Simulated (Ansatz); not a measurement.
Program: Ansatz. Geometries: PBE0-D4/def2-TZVP. ΔE: electronic, gas phase. CCSD(T)/CBS is the MP2 limit (def2-TZVPP, def2-QZVPP) plus CCSD(T) − MP2 in def2-TZVPP, frozen cores. This one scheme is used for every species. DFT in def2-TZVPP. Open shells (•) are unrestricted, without spin–orbit coupling.

Consider the hydrogen abstraction from the Al–H bond: `[Cl][AlH][Cl]` + `[SiH3]`• → `[Cl][Al][Cl]`• + SiH₄.

`[Cl][AlH][Cl]`:

Z-matrix (Å, degrees):
```
Al
Cl 1 2.082
Cl 1 2.082 2 118.2
H 1 1.563 2 120.9 3 180.0
```

`[SiH3]`•:

Z-matrix (Å, degrees):
```
Si
H 1 1.486
H 1 1.486 2 111.3
H 1 1.486 2 111.3 3 124.6
```

`[Cl][Al][Cl]`•:

Z-matrix (Å, degrees):
```
Al
Cl 1 2.102
Cl 1 2.102 2 118.9
```

SiH₄:

Z-matrix (Å, degrees):
```
Si
H 1 1.485
H 1 1.485 2 109.5
H 1 1.485 2 109.5 3 -120.0
H 1 1.485 2 109.5 3 120.0
```

```tsv
level	ΔE (kJ/mol)
r2SCAN0-D4	-36.8
HF/def2-SVP	-26.7
```

(1) What does CCSD(T)/CBS give? (Estimate.)

(2) What do rigid-rotor, harmonic-oscillator terms from PBE0-D4/def2-TZVP frequencies (298.15 K, 1 bar) make of the CCSD(T)/CBS value? (Estimate.)

Largest T1 diagnostic among the species: 0.015.

Answers

(1) The calculation gave: -36.2 kJ/mol. The listed levels differ from it by -0.6, 9.5 kJ/mol.

(2) The calculation gave: ΔZPE = +7.0 kJ/mol, ΔH = -30.0 kJ/mol, ΔS = -11 J/(mol·K), ΔG = -26.7 kJ/mol. Open shells count their whole term as degenerate.

At CCSD(T), def2-SVP lies +8.7 kJ/mol from the extrapolated value and def2-TZVPP +1.2 kJ/mol. Leaving LDA and LC-ωPBE aside and taking each functional with its dispersion term where it has one, the values, not all of them listed here, spread over 17.2 kJ/mol, from PBE-D4 to B97M-V. LDA lies −4.5 kJ/mol from PBE without D4. From BLYP to BHLYP (50 % exact exchange), in def2-TZVPP and without D4, ΔE moves by +4.7 kJ/mol.
